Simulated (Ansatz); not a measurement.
A nudged elastic band was laid between two geometries of CH4 + CH4Mg (11 atoms, charge 0, multiplicity 1).

The calculation used RKS B3LYP/def2-SVP in Ansatz.

```
movable images  : 9
climbing image  : yes
spring          : 5.0 eV/Å²
optimiser       : quadratic models (default)
start path      : through a guess of the saddle point
force threshold : 0.03 eV/Å
iteration limit : 60
end points      : relaxed
```

Initial state:

```xyz
11
Properties=species:S:1:pos:R:3
Mg 1.441 -0.561 -0.668
H 1.392 -0.750 -2.360
C 1.625 -0.370 1.417
H -1.318 0.237 -1.670
C -1.885 0.534 -0.774
H 2.299 -1.136 1.842
H 2.039 0.613 1.707
H 0.655 -0.473 1.935
H -1.396 1.386 -0.280
H -2.899 0.829 -1.080
H -1.952 -0.309 -0.070
```

Final state:

```xyz
11
Properties=species:S:1:pos:R:3
Mg -0.141 0.157 0.454
H 1.060 -0.882 -2.135
C 1.687 -0.284 1.398
H 0.349 -0.664 -2.300
C -1.999 0.627 -0.414
H 2.172 -1.182 0.973
H 2.414 0.543 1.306
H 1.559 -0.474 2.480
H -2.711 1.050 0.318
H -1.902 1.370 -1.226
H -2.489 -0.261 -0.854
```

What changes between the two ends?

Bonds broken: Mg1–H2, H4–C5. Bonds formed: Mg1–C5, H2–H4. CH4 + CH4Mg becomes C2H6Mg + H2.

Give the energies along the band, and the barrier.

The forces met the threshold. The highest image is number 5 of 0 to 10, 1.66 eV above the first end and 1.11 eV above the last; the last end lies 0.54 eV above the first. A vibrational analysis at the climbing image gives one clearly imaginary mode, 1345i cm⁻¹: a first-order saddle point. The orbitals stay closed-shell, which can raise the energy where a bond breaks towards radicals; this wasn't checked here.

```tsv
image	path coordinate (Å)	energy (eV)	Mg1–H2 (Å)	H4–C5 (Å)	Mg1–C5 (Å)
0	0.00	0.00	1.70	1.10	3.50
1	0.59	0.00	1.70	1.10	3.61
2	1.19	0.03	1.70	1.10	3.38
3	1.78	0.16	1.70	1.10	2.99
4	2.38	0.61	1.75	1.14	2.56
5	2.97	1.66	1.90	1.53	2.27
6	3.71	0.91	2.33	2.17	2.12
7	4.44	0.61	2.82	2.71	2.10
8	5.18	0.55	3.16	3.23	2.10
9	5.92	0.55	3.07	3.40	2.10
10	6.65	0.54	3.04	3.28	2.10
```

What is the geometry of the highest image?


```xyz
11
Properties=species:S:1:pos:R:3
Mg 0.436 -0.165 -0.180
H 0.389 -0.365 -2.070
C 1.694 -0.368 1.477
H -0.508 -0.033 -1.673
C -1.663 0.436 -0.783
H 2.427 -1.182 1.346
H 2.269 0.557 1.661
H 1.123 -0.581 2.397
H -1.696 1.422 -0.278
H -2.225 0.562 -1.724
H -2.246 -0.282 -0.173
```

What are the harmonic wavenumbers there?

1345i, 36, 118, 120, 203, 354, 404, 537, 590, 608, 660, 918, 1153, 1183, 1365, 1394, 1428, 1429, 1432, 1573, 1822, 2981, 3009, 3065, 3090, 3092, 3100 cm⁻¹.

The band took 15 iterations and of the order of 4 core-minutes.

Time of the run: 120 s on 2 threads of Intel(R) Xeon(R) 6975P-C (Granite Rapids), with other jobs on the host, peak memory 0.18 GiB.
